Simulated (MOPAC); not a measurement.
Scan of H5Si, doublet: collinear hydrogen abstraction from SiH4 by H. Scanned: breaking Si-H distance and forming H-H distance. Other coordinates (H-Si-H angle to the leaving hydrogen, spectator Si-H length) were minimised at B3LYP/def2-SVP.

Cartesian coordinates as functions of the variables (Å; names that start with a are angles):
```
Si  0  0  0
H  0  0  r1
H  0  0  r1+r2
H  r*sin(a)*cos(0*2*pi/3+0)  r*sin(a)*sin(0*2*pi/3+0)  0+r*cos(a)
H  r*sin(a)*cos(1*2*pi/3+0)  r*sin(a)*sin(1*2*pi/3+0)  0+r*cos(a)
H  r*sin(a)*cos(2*2*pi/3+0)  r*sin(a)*sin(2*2*pi/3+0)  0+r*cos(a)
```

Method: PM3, unrestricted, heats of formation in MOPAC 23.2.5.

Energy in kJ/mol above the lowest grid point; x is the breaking Si-H distance (Å), y the forming H-H distance (Å).

| y \ x | 1.33 | 1.48 | 1.60 | 1.73 | 1.88 | 2.07 | 2.29 | 2.59 | 2.96 | 3.40 |
|---|---|---|---|---|---|---|---|---|---|---|
| 2.22 | 198.8 | 185.3 | 193.4 | 223.0 | 274.8 | 345.3 | 407.5 | 458.5 | 492.3 | 508.7 |
| 1.85 | 183.8 | 170.0 | 177.7 | 206.5 | 256.8 | 322.9 | 379.3 | 426.8 | 459.0 | 474.6 |
| 1.55 | 166.0 | 150.9 | 157.1 | 183.6 | 229.8 | 287.4 | 334.7 | 375.3 | 403.9 | 418.1 |
| 1.35 | 156.1 | 137.9 | 141.3 | 163.9 | 203.8 | 251.5 | 288.5 | 320.3 | 343.4 | 355.1 |
| 1.20 | 142.0 | 118.6 | 117.7 | 134.7 | 166.8 | 204.1 | 230.6 | 252.2 | 268.1 | 275.8 |
| 1.08 | 124.7 | 94.5 | 87.8 | 98.3 | 122.5 | 150.3 | 168.3 | 182.8 | 194.9 | 201.3 |
| 0.98 | 108.2 | 70.4 | 57.6 | 61.8 | 79.4 | 100.6 | 113.5 | 124.5 | 135.1 | 141.0 |
| 0.89 | 94.3 | 49.5 | 31.1 | 29.8 | 42.5 | 59.4 | 69.3 | 78.4 | 88.0 | 93.5 |
| 0.81 | 86.0 | 36.4 | 13.8 | 8.4 | 17.6 | 31.4 | 39.5 | 47.3 | 56.3 | 61.6 |
| 0.74 | 85.8 | 33.7 | 8.3 | 0.0 | 6.4 | 18.1 | 24.8 | 31.7 | 40.3 | 45.4 |
| 0.67 | 97.3 | 44.0 | 16.7 | 5.8 | 9.7 | 19.3 | 24.8 | 31.0 | 39.2 | 44.2 |

Points that lie below all their neighbours on the grid: x = 1.73, y = 0.74 (0.0 kJ/mol).
